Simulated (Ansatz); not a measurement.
# UMP2/STO-3G run of N2H3 (hydrazinyl radical)

What is the vertical ionisation energy of N2H3 (hydrazinyl radical) at UMP2/STO-3G? 

The calculation is run with Ansatz 0.2.0.

34 further runs of the same task are left out: 34 set aside as unsound or not needed.

## (1) Starting point

The species is N2H3 (5 atoms), meant as a doublet with charge 0. As SMILES, `[NH]N`. The coordinates come from a GFN2-xTB relaxation. This is one conformer, not always the lowest.

Bond lengths: N1–N2 1.335 Å, N1–H3 1.020 Å, N2–H4 1.011 Å, N2–H5 1.017 Å. Angles: N1–N2–H4 112.8°, N1–N2–H5 121.7°, N2–N1–H3 109.8°, H4–N2–H5 116.1°.

## (2) The energy at UMP2/STO-3G

File run.yaml:

```yaml
crystal:
  periodic: [false, false, false]
  atoms:
    - symbol: "N"
      position_ang: [-0.174970, -0.805480, 0.447260]
    - symbol: "N"
      position_ang: [-0.126270, 0.251970, -0.365880]
    - symbol: H
      position_ang: [0.751750, -0.989150, 0.831090]
    - symbol: H
      position_ang: [-1.043070, 0.577800, -0.638700]
    - symbol: H
      position_ang: [0.592550, 0.964850, -0.273770]
basis:
  gaussian: {orbitals: STO-3G}
correlation: {method: mp2, frozen_orbitals: {H: 0, "N": 1}}
accuracy: high
magnetization: {spin_polarized: true, initial_magnetization: 1}
```

Started as:

```
$ ansatz run run.yaml --threads 1 --pin off --max-ram 2610MiB --events-out events.jsonl --progress --plain --runs-dir runs
```

What it wrote:

```text
Warning: RAYON_NUM_THREADS=1 ignored (pool sized by the plan → 1); use --threads N
Functional definition: HF
  name "HF"
  exchange = exact_x
  correlation = 0
209 factors; integrals over basis functions are off by at most 1.2e-8 eV
mean field evaluation 1: about -2968.4034 eV, gradient 1.2e1 eV
mean field evaluation 2: about -2968.5144 eV, gradient 1.2e1 eV
mean field evaluation 4: about -2969.7585 eV, gradient 2.2e0 eV
mean field evaluation 8: about -2969.9148 eV, gradient 5.8e-4 eV
mean field -2969.91284025 eV, -109.1422838001 hartree, gradient 2.0e-8 eV, S^2 0.755266; 0 other end points of the search recorded, 0 dependent functions left out
2 core orbitals not correlated: weight in the atoms' cores, before any rotation towards them, 1.000 or more for the frozen orbitals, at most 0.000 for the correlated occupied ones
reference -2969.91284025 eV, -109.1422838001 hartree; 7, 6 occupied and 4, 5 virtual orbitals, 209 factors
second order -2.07665713 eV of doubles, -0.00000000 eV of singles
Total energy: -2971.98949739 eV, -109.2185995421 hartree
```

It took 0.08 s on 1 thread of Arm Neoverse V1, shared host.

## (3) The singlet cation at the same level

File job.yaml:

```yaml
basis:
  gaussian:
    orbitals: STO-3G
crystal:
  periodic: [false, false, false]
  atoms:
    - symbol: "N"
      position_ang: [-0.174970, -0.805480, 0.447260]
    - symbol: "N"
      position_ang: [-0.126270, 0.251970, -0.365880]
    - symbol: H
      position_ang: [0.751750, -0.989150, 0.831090]
    - symbol: H
      position_ang: [-1.043070, 0.577800, -0.638700]
    - symbol: H
      position_ang: [0.592550, 0.964850, -0.273770]
total_charge: 1
correlation:
  method: mp2
  frozen_orbitals: {H: 0, "N": 1}
accuracy: high
```

Started as:

```
$ ansatz run job.yaml --threads 1 --pin off --max-ram 2610MiB --events-out events.jsonl --progress --plain --runs-dir runs
```

What it wrote:

```text
Warning: RAYON_NUM_THREADS=1 ignored (pool sized by the plan → 1); use --threads N
[... 4 set-up lines as earlier in the session ...]
209 factors; integrals over basis functions are off by at most 1.2e-8 eV
mean field evaluation 1: about -2962.7699 eV, gradient 1.1e1 eV
mean field evaluation 2: about -2962.8365 eV, gradient 1.1e1 eV
mean field evaluation 4: about -2963.3075 eV, gradient 1.6e0 eV
mean field evaluation 8: about -2963.3363 eV, gradient 1.1e-2 eV
mean field -2963.33626638 eV, -108.9005991681 hartree, gradient 5.7e-8 eV, S^2 0.000000; 0 other end points of the search recorded, 0 dependent functions left out; unrestricted orbitals would lower it
mean field evaluation 16: about -2963.7066 eV, gradient 5.2e-1 eV
2 core orbitals not correlated: weight in the atoms' cores, before any rotation towards them, 1.000 or more for the frozen orbitals, at most 0.000 for the correlated occupied ones
reference -2963.33626638 eV, -108.9005991681 hartree; 6, 6 occupied and 5, 5 virtual orbitals, 209 factors
second order -3.64898856 eV of doubles, -0.00000000 eV of singles
Total energy: -2966.98525494 eV, -109.0346970243 hartree
```

It took 0.08 s on 1 thread of Arm Neoverse V1, shared host.

## (4) Outcome

At UMP2/STO-3G, 2 core orbitals frozen:

```
                                                   quantity          value
                                 doublet N2H3: total energy  -109.21860 Eh
  doublet N2H3: correlation energy (2 core orbitals frozen)      -76.3 mEh
            doublet N2H3: ⟨S²⟩ of the reference determinant          0.755
                               singlet cation: total energy  -109.03470 Eh
singlet cation: correlation energy (2 core orbitals frozen)     -134.1 mEh
         vertical ionisation energy (to the singlet cation)       5.004 eV
```

In words: Removing an electron at fixed nuclei costs 5.00 eV (115 kcal/mol). Only the singlet of the ionised species was computed; a triplet could lie lower. In a minimal basis such a difference can be off by several eV, whatever the method. The restricted solution (singlet cation) is unstable to spin breaking: an unrestricted one lies lower.
